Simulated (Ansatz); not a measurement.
# CH3B: search for lower mean-field states in Python

Wanted for CH3B: a search for lower mean-field states. SMILES: B[CH].

Program: Ansatz 0.2.0, driven from Python. Level of theory: B3LYP/cc-pVDZ. These are calculated values, not measurements.

## 1. Starting point

Bond lengths: B1–C2 1.585 Å, B1–H3 1.181 Å, B1–H4 1.181 Å, C2–H5 1.109 Å. Angles: B1–C2–H5 109.5°, C2–B1–H3 120.0°, C2–B1–H4 120.0°, H3–B1–H4 120.0°.

The script holds or builds the structure itself.

## 2. Script

Contents of states_ch3b.py:

```python
'''Restricted and unrestricted solutions of CH3B, stretched and not.'''

import ansatz as az
from ase import Atoms
import numpy as np


def main() -> None:
    atoms = Atoms(['B', 'C', 'H', 'H', 'H'], positions=[
        [-0.5119, -0.0007, 0.0636],
        [0.9797, -0.4768, 0.3093],
        [-1.3142, -0.7629, -0.3492],
        [-0.8222, 1.1153, 0.2949],
        [1.6686, 0.125, -0.3185],
    ])
    geometry = az.Crystal.molecule_from_ase(atoms)
    symbols = [site.symbol for site in geometry.cartesian_sites]

    start = np.array([site.position_ang for site in geometry.cartesian_sites])
    for factor in [1.0, 1.3]:
        xyz = (start - start.mean(axis=0)) * factor
        scaled = az.Crystal.molecule()
        for symbol, place in zip(symbols, xyz):
            scaled = scaled.atom(symbol, place.tolist())
        job = (
            scaled.calculation()
            .basis(gaussian='cc-pVDZ')
            .functional('b3lyp')
            .spin('collinear', total=2)
        )
        for search in ('off', 'standard'):
            try:
                r = job.scf(lower_state_search=search).run().report
            except az.AnsatzError as error:
                print(f'x{factor} search {search}: {type(error).__name__}')
                continue
            state = r['mean_field']['state']
            print(f'all distances x{factor}, search {search:8s} E = {r["free_energy_ev"]:.5f} eV  <S^2> = {abs(state["spin_squared"]):.3f}  other states met: {len(r["mean_field"]["others"])}')


if __name__ == '__main__':
    main()
```

## 3. Running it

The run is started by

```sh
python states_ch3b.py
```

Log:

```text
all distances x1.0, search off      E = -1757.58389 eV  <S^2> = 2.007  other states met: 0
all distances x1.0, search standard E = -1757.58389 eV  <S^2> = 2.007  other states met: 0
all distances x1.3, search off      E = -1753.41027 eV  <S^2> = 2.008  other states met: 0
all distances x1.3, search standard E = -1753.41027 eV  <S^2> = 2.008  other states met: 0
```

Wall time 2.4 s (1 thread of Intel Xeon Platinum 8488C (Sapphire Rapids), shared host); peak memory 0.17 GiB.

Lines on the test bed's own set-up are left out of the output.

## 4. The engine's runs

The 4 runs, in the order started:

```
run    search  energy from run 1 (eV)  <S²>  SCF cycles  CPU time (s)
  1       off                  0.0000  2.01          18          0.41
  2  standard                  0.0000  2.01          14          0.53
  3       off                  4.1736  2.01          19           0.4
  4  standard                  4.1736  2.01          18          0.59
```

## 5. Results

```
                       quantity  value
lower state found by the search   none
                  runs compared      4
```

In words: The search finds no state below that of the single start. All 4 runs converged, in 14 to 19 cycles. Notes:
- The count of other states can hold repeated and symmetry-equivalent ends of the search; scaling all distances is a test, and for more than two atoms no physical path.
- The structure is a rough, unrelaxed start.
- The species is open-shell (spin multiplicity 3).
- b3lyp holds the VWN-RPA fit, as in Gaussian; the form of ORCA and Turbomole is b3lyp5.
